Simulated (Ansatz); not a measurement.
**1T (CdI2-type) CdI2**

These are LDA+SOC (Ansatz, a program for electronic structure, PAW) values and carry that method's errors.

Run with plane-wave cutoff 520 eV, 12×12×6 k mesh (along the axes of the cell as run), Fermi–Dirac smearing 0.01 eV, PAW data made under PBE.

Cell: measured lattice: a = b = 4.2440 Å, c = 6.8590 Å, α = β = 90.00°, γ = 120.00°.

| Property | Value |
|---|---|
| band gap | 1.84 eV (indirect) |
| smallest direct gap on the k points sampled | 2.05 eV |

Note: cell and atoms aren't relaxed at this level (pressure -1.7 GPa).

The computed numbers hold no vibrational or temperature effects.
